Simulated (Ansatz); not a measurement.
`C=C=C(N)F` and `C=C=CF` differ in one atom or group.

Ansatz, PBE0-D4/def2-TZVP geometries, multiplicity 1. Each molecule was computed in one conformer, which needn't be the lowest.

| property | `C=C=C(N)F` |
| --- | --- |
| size of the dipole moment (ωB97M-V/def2-TZVPP) / D | 2.29 |
| HOMO energy (ωB97M-V/def2-TZVPP) / eV | -8.54 |
| size of the dipole moment (PBE/def2-TZVPP) / D | 2.22 |
| HOMO energy (PBE0/def2-TZVPP) / eV | -6.34 |
| LUMO energy (PBE/def2-TZVPP) / eV | -1.37 |
| HOMO–LUMO gap (ωB97M-V/def2-TZVPP) / eV | 10.34 |

Task: What does the change do to each property? (Estimate.)

Result: Computed: 
| property | `C=C=CF` | shift |
| --- | --- | --- |
| size of the dipole moment (ωB97M-V/def2-TZVPP) / D | 1.71 | -0.58 |
| HOMO energy (ωB97M-V/def2-TZVPP) / eV | -9.73 | -1.19 |
| size of the dipole moment (PBE/def2-TZVPP) / D | 1.56 | -0.66 |
| HOMO energy (PBE0/def2-TZVPP) / eV | -7.49 | -1.15 |
| LUMO energy (PBE/def2-TZVPP) / eV | -1.68 | -0.31 |
| HOMO–LUMO gap (ωB97M-V/def2-TZVPP) / eV | 11.24 | 0.90 |

With PBE0 the HOMO falls by 1.15 eV and the LUMO falls by 0.31 eV, so the gap widens by about 0.84 eV. PBE moves the HOMO by -1.10 eV and ωB97M-V by -1.19 eV. The zero-point energy changes by -45.7 kJ/mol with -6 modes. Dipoles are sizes alone; their direction can turn.
